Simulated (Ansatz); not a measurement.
in.yaml

```yaml
crystal:
  periodic: [false, false, false]
  atoms:
    - {symbol: Sn, position_ang: [0.000077, -0.012389, 0.000736]}
    - {symbol: H, position_ang: [-0.000756, -0.169743, -1.911827]}
    - {symbol: H, position_ang: [0.047208, 1.802095, -0.053030]}
    - {symbol: H, position_ang: [-0.055569, -0.173247, 1.878182]}
basis:
  gaussian: {orbitals: def2-SVPD}
total_charge: -1
magnetization: {spin_polarized: false, initial_magnetization: 2}
correlation: {method: bccd_t, electrons: outside_noble_gas}
```

```sh
$ ansatz run in.yaml --threads 1 --pin off --events-out ev --progress --plain --max-ram 2393MiB
```

Problem. Roughly how long does this take on 1 thread of Arm Neoverse V1, shared host, and how much host memory?

Solution. 2.8 s wall and 0.19 GiB.

```
663 factors; integrals over basis functions are off by at most 3.2e-4 eV
mean field evaluation 1: about -5849.6142 eV, gradient 1.1e1 eV
mean field evaluation 2: about -5849.6251 eV, gradient 1.1e1 eV
mean field evaluation 4: about -5850.3257 eV, gradient 1.0e0 eV
mean field evaluation 8: about -5850.3453 eV, gradient 1.0e-1 eV
mean field evaluation 16: about -5850.3090 eV, gradient 1.0e0 eV
mean field evaluation 32: about -5847.8081 eV, gradient 9.9e-1 eV
mean field evaluation 64: about -5847.6471 eV, gradient 1.3e0 eV
mean field -5850.34567885 eV, -214.9962381912 hartree, gradient 7.5e-6 eV, S^2 2.000000; 1 other end points of the search recorded, 0 dependent functions left out
mean field evaluation 96: about -5850.5461 eV, gradient 2.3e-4 eV
determinant -5850.34567885 eV, -214.9962381912 hartree, with singles and doubles -5854.02968977 eV, -215.1316230953 hartree
determinant -5847.74584024 eV, -214.9006958844 hartree, with singles and doubles -5851.56797906 eV, -215.0411568951 hartree
9 core orbitals not correlated: weight in the atoms' cores, before any rotation towards them, 0.999 or more for the frozen orbitals, at most 0.001 for the correlated occupied ones
reference -5850.34567885 eV, -214.9962381912 hartree; 5, 3 occupied and 42, 44 virtual orbitals, 663 factors
second order -2.77847116 eV of doubles, -0.08485145 eV of singles
cycle   1  -3.65510611 eV  change   -1.4e-1 eV  update   2.2e-2
cycle   2  -3.65754321 eV  change   -2.4e-3 eV  update   8.0e-3
cycle   3  -3.65864716 eV  change   -1.1e-3 eV  update   3.2e-3
cycle   4  -3.65855849 eV  change    8.9e-5 eV  update   1.2e-3
cycle   5  -3.65818972 eV  change    3.7e-4 eV  update   4.8e-4
cycle   6  -3.65816122 eV  change    2.9e-5 eV  update   2.0e-4
cycle   7  -3.65818088 eV  change   -2.0e-5 eV  update   9.3e-5
cycle   8  -3.65817276 eV  change    8.1e-6 eV  update   3.9e-5
cycle   9  -3.65816935 eV  change    3.4e-6 eV  update   1.6e-5
cycle  10  -3.65817032 eV  change   -9.6e-7 eV  update   7.1e-6
perturbative correction -0.09808032 eV, -0.0036043855 hartree
Total energy: -5854.10192950 eV, -215.1342778562 hartree
```
